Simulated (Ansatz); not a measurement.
## Worked example: HOB, triplet against HOB, singlet

Geometry (PBE0/def2-TZVP stationary point of a singlet), kept for both states (HOB, singlet: Σ⁺; HOB, triplet: Π):

```yaml
atoms:
  - { symbol: B, position_ang: [0.0000, 0.0000, 1.1655] }
  - { symbol: O, position_ang: [0.0000, 0.0000, -0.1066] }
  - { symbol: H, position_ang: [0.0000, 0.0000, -1.0588] }
```

Basis 6-31G; Ansatz 0.2.0. Only valence electrons are correlated (noble-gas cores frozen). Prefix R: restricted or restricted open-shell reference; prefix U: unrestricted.

Full CI isn't at hand for all of this; UCCSDTQ serves as the reference, and is uncertain by about the last step of the cluster series.

```json
{"level": "UHF", "E(HOB, singlet) (hartree)": "-100.053906", "E(HOB, triplet) (hartree)": "-99.953290"}
{"level": "UMP2", "E(HOB, singlet) (hartree)": "-100.216658", "E(HOB, triplet) (hartree)": "-100.092996"}
{"level": "UCCSD(T)", "E(HOB, singlet) (hartree)": "-100.235698", "E(HOB, triplet) (hartree)": "-100.102582"}
{"level": "PBE", "E(HOB, singlet) (hartree)": "-100.467980", "E(HOB, triplet) (hartree)": "-100.339124"}
{"level": "B3LYP", "E(HOB, singlet) (hartree)": "-100.596058", "E(HOB, triplet) (hartree)": "-100.462627"}
{"level": "UCCSDTQ", "E(HOB, singlet) (hartree)": "-100.236636", "E(HOB, triplet) (hartree)": "-100.103322"}
```

Give the vertical gap, HOB triplet less HOB singlet, at each level in eV (1 hartree = 27.2114 eV), and each error against UCCSDTQ.

UCCSDTQ: (-100.103322 − (-100.236636)) × 27.2114 = 3.628 eV (the reference)
B3LYP: (-100.462627 − (-100.596058)) × 27.2114 = 3.631 eV, error 0.003 eV
PBE: (-100.339124 − (-100.467980)) × 27.2114 = 3.506 eV, error -0.122 eV
UCCSD(T): (-100.102582 − (-100.235698)) × 27.2114 = 3.622 eV, error -0.006 eV
UMP2: (-100.092996 − (-100.216658)) × 27.2114 = 3.365 eV, error -0.263 eV
UHF: (-99.953290 − (-100.053906)) × 27.2114 = 2.738 eV, error -0.890 eV

Total energies of functionals can't be set beside those of wave-function methods, since they hold the core's correlation and their own absolute errors; only the differences compare.

The set has no polarisation functions, so the order and spacing of states can differ from the basis-set limit.

In so small a basis the reference is far from its limit while semilocal and hybrid functionals are nearer theirs, so the functionals' errors here hold much of the reference's basis and frozen-core error, which can add to them or hide them.

Each level lands on the state that its own search finds. T1 diagnostics of restricted CCSD: 0.019 and 0.022.
